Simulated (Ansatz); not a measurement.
# BH₃ (singlet): wave-function methods side by side at distance B1–H2 = 1.090 Å, cc-pVDZ

Aim: climb from Hartree-Fock through coupled cluster and multireference methods for BH₃ (singlet) at one geometry and basis, and see what each rung misses.

Computed with Ansatz 0.2.0, Gaussian basis. Level: cc-pVDZ, correlated electrons: outside noble gas.

To be run: UHF; CCSD(T) on RHF; BCCD(T) on RHF; CISD; CCSDT(Q) on RHF; CCSDTQ on RHF; CASSCF and MRCISD+Q, 2 electrons in 2 orbitals; CASSCF and NEVPT2, 2 electrons in 2 orbitals; Full CI.

## (1) The geometry

The geometry derives from a PBE0/def2-TZVP stationary point (not a proven minimum). One bond is set to the value named and the two fragments are kept rigid.

4 atoms, charge 0, spin multiplicity 1.

Atoms are counted from 1 here; the program's logs count them from 0.

Bond lengths: B1–H2 1.090 Å, B1–H3 1.193 Å, B1–H4 1.193 Å. Angles: H2–B1–H3 120.0°, H2–B1–H4 120.0°, H3–B1–H4 120.0°.

In the tables R marks a restricted determinant and U an unrestricted one; 'pair' is the active space of 2 electrons in 2 orbitals; correlation energies count from the lowest restricted Hartree-Fock solution.

## (2) UHF

Contents of in.yaml:

```yaml
crystal:
  periodic: [false, false, false]
  atoms:
    - {symbol: B, position_ang: [0.007537, 0.000092, -0.000002]}
    - {symbol: H, position_ang: [1.097456, 0.013384, -0.000237]}
    - {symbol: H, position_ang: [-0.601756, 1.026305, -0.002839]}
    - {symbol: H, position_ang: [-0.576546, -1.040676, 0.003093]}
basis:
  gaussian: {orbitals: cc-pVDZ}
magnetization: {spin_polarized: true, initial_magnetization: 0}
hamiltonian: {xc: hf}
output: {orbitals: {seedname: orbitals}}
```

Command:

```bash
$ ansatz run in.yaml --threads 1 --pin off --events-out ev --progress --plain --max-ram 2393MiB
```

The runs that follow: CCSD(T) on RHF; BCCD(T) on RHF; CISD; CCSDT(Q) on RHF; CCSDTQ on RHF; CASSCF and MRCISD+Q, 2 electrons in 2 orbitals; CASSCF and NEVPT2, 2 electrons in 2 orbitals; Full CI.

Before running them: what should the planned runs give, taken together? Wanted: correlation energy, FCI; RMP2 from FCI; RCCSD from FCI; RCCSD(T) from FCI; RCCSDT(Q) from FCI; NEVPT2 pair from FCI; MRCISD+Q pair from FCI; T1 diagnostic; effectively unpaired electrons.

**Answer**, as computed:

| quantity | value |
| --- | --- |
| correlation energy, FCI | -3.1868 eV |
| RMP2 from FCI | +67.2 kJ/mol |
| RCCSD from FCI | +4.8 kJ/mol |
| RCCSD(T) from FCI | +1.0 kJ/mol |
| RCCSDT(Q) from FCI | 0.0 kJ/mol |
| NEVPT2 pair from FCI | +68.0 kJ/mol |
| MRCISD+Q pair from FCI | -1.8 kJ/mol |
| levels within 1 kcal/mol (43 meV) | RCCSD(T), BCCD(T), RCCSDT, RCCSDT(Q), RCCSDTQ, MRCISD+Q pair |
| T1 diagnostic | 0.005 |
| effectively unpaired electrons | 0.02 |

In words: RCCSD(T) misses by +1.0 kJ/mol, 0.3 % of the correlation energy. MRCISD+Q pair falls below full CI, which methods that aren't variational can do. One determinant dominates. Of the multireference levels listed MRCISD+Q pair comes nearest (-1.8 kJ/mol). These misses are within one basis and frozen core, not against nature; frozen cores of the runs differ by up to some meV.
